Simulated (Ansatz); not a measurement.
# C2H5NS: the cost of one run

Program: Ansatz 0.2.0. Level of theory: the levels named in each step. These are calculated values, not measurements.

## Step 1: The system as given

Bond lengths: C1–C2 1.494 Å, C2–N3 1.342 Å, C2–S4 1.639 Å, C1–H5 1.088 Å, C1–H6 1.088 Å, C1–H7 1.089 Å, N3–H8 1.007 Å, N3–H9 1.006 Å. Angles: C1–C2–N3 117.3°, C1–C2–S4 122.1°, N3–C2–S4 120.6°, C2–C1–H5 109.5°, C2–C1–H6 111.9°, C2–C1–H7 109.5°, H5–C1–H6 109.3°, H5–C1–H7 107.2°, H6–C1–H7 109.3°, C2–N3–H8 118.5°, C2–N3–H9 122.4°, H8–N3–H9 119.1°.

Coordinates:

```xyz
9

C    -1.1735    0.5493   -1.1319
C     0.0255    0.0881   -0.3698
N     1.1841    0.0003   -1.0408
S    -0.0496   -0.2992    1.2211
H    -1.5776    1.4457   -0.6652
H    -0.9361    0.7611   -2.1723
H    -1.9478   -0.2147   -1.0870
H     2.0056   -0.3047   -0.5446
H     1.2592    0.2292   -2.0179
```

## Step 2: A rough first relaxation, PBE-D4/def2-SVP

This run stands in another session on the same molecule. It ended at:

```xyz
9

C    -1.1686    0.5496   -1.1381
C     0.0338    0.0823   -0.3452
N     1.1919    0.0001   -1.0435
S    -0.0597   -0.3084    1.2679
H    -1.5879    1.4598   -0.6669
H    -0.9413    0.7686   -2.2022
H    -1.9613   -0.2222   -1.0928
H     2.0320   -0.3125   -0.5535
H     1.2511    0.2380   -2.0341
```

## Step 3: Relaxation, HF/STO-3G

Input file input.yaml:

```yaml
crystal:
  periodic: [false, false, false]
  atoms:
    - { symbol: C, position_ang: [-1.16861018, 0.54963064, -1.13813614] }
    - { symbol: C, position_ang: [0.03378781, 0.08225195, -0.34523597] }
    - { symbol: "N", position_ang: [1.19185695, 8.822e-05, -1.04354065] }
    - { symbol: S, position_ang: [-0.059715, -0.30840107, 1.26787457] }
    - { symbol: H, position_ang: [-1.58793646, 1.45975056, -0.66687702] }
    - { symbol: H, position_ang: [-0.94128322, 0.76859016, -2.20221257] }
    - { symbol: H, position_ang: [-1.96134782, -0.222245, -1.09279868] }
    - { symbol: H, position_ang: [2.03204128, -0.31250882, -0.55348496] }
    - { symbol: H, position_ang: [1.25113665, 0.23798335, -2.03412858] }
basis:
  gaussian: { orbitals: STO-3G }
hamiltonian:
  xc: hf
relax:
  f_tol: 0.002
  max_steps: 150
```

Run with:

```
> ansatz run input.yaml --threads 4 --pin off --max-ram 10240MiB --backend cpu --events-out ev --progress --plain --runs-dir out
```

**Question.** How long does this run take on 4 threads of Intel Xeon Platinum 8488C (Sapphire Rapids), shared host, and how much memory does it need?

About 4.7 s, with a peak of 0.12 GiB.
